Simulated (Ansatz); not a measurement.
**Zinc-blende MgS (metastable phase)**

Calculation: LDA in Ansatz (PAW).

Numerical settings: plane-wave cutoff 500 eV, 10×10×10 k mesh, gaussian smearing 0.02 eV, scalar-relativistic PAW data made under PBE.

Cell: relaxed at this level.

* **volume per atom**: 21.87 Å³/atom
* **lattice parameter a**: 5.593 Å
* **band gap**: 3.37 eV (on the SCF k mesh)

Measured, for comparison: band gap 4.78 ± 0.1 eV (temperature not stated, extrapolated in composition from an alloy gap of 4.19 eV, direct; extrapolated from a Zn0.2Mg0.8S0.645Se0.355 epilayer; as tabulated in Lucero et al. (2012), arXiv:1111.4515). Computed (rounded) less measured: band gap -1.41 eV.

Static lattice: no zero-point or thermal effects.

Computing time: about 5 core-seconds (a rough figure).

Ansatz is a first-principles code.
